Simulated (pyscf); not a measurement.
# Routes from `[O]=[Si]([OH])[F]` + `[OH2]`

Candidate steps break at most two bonds and form at most two. Each was searched with GFN2-xTB (tblite) first. Structures and frequencies: ωB97X-D3(BJ)/def2-SVP in PySCF. MP2 and CC: frozen core, UHF for open shells. ΔMP2 is the change of the MP2 total energy from the triple- to the quadruple-zeta basis. Energies: CCSD(T)/def2-TZVPP + ΔMP2(QZVPP), kcal/mol, from the separated reactants, singlet surface; ΔG‡ with ideal gas, 1 atm, RRHO with modes under 100 cm⁻¹ raised to 100, one conformer, R ln 2 for chiral ones without a mode under 150 cm⁻¹.

```
products                                                      type    ΔE‡     ΔE  ΔG‡ 298 K  ΔG‡ 900 K  ν‡ (cm⁻¹)
----------------  ------------------------------------------------  -----  -----  ---------  ---------  ---------
HO–Si(OH)(OH)–F   addition across a multiple bond or ene-type step  -22.7  -76.9      -12.1       10.4       798i
O=Si(OH)–OH + HF                              four-centre exchange    3.9   +1.5       13.7       35.4       633i
```

Row 1: On the reactant side the descent ends in an adduct with a O–Si contact, 28.8 kcal/mol under the separated species and 3.6 kcal/mol under the saddle at ωB97X-D3(BJ)/def2-TZVP. Row 2: On the reactant side the descent ends in an adduct with a O–Si contact, 26.7 kcal/mol under the separated species and 28.0 kcal/mol under the saddle at ωB97X-D3(BJ)/def2-TZVP. On the product side the descent ends in an adduct with a F–Si contact, 3.6 kcal/mol under the separated species and 3.7 kcal/mol under the saddle at ωB97X-D3(BJ)/def2-TZVP. 

Plain bond fissions and candidates not yet searched are not listed, and one of them may be faster. Each barrier is that of the saddle found; lower ones may exist. The CCSD(T) − MP2 part came from Ansatz, without density fitting, on the same reference.
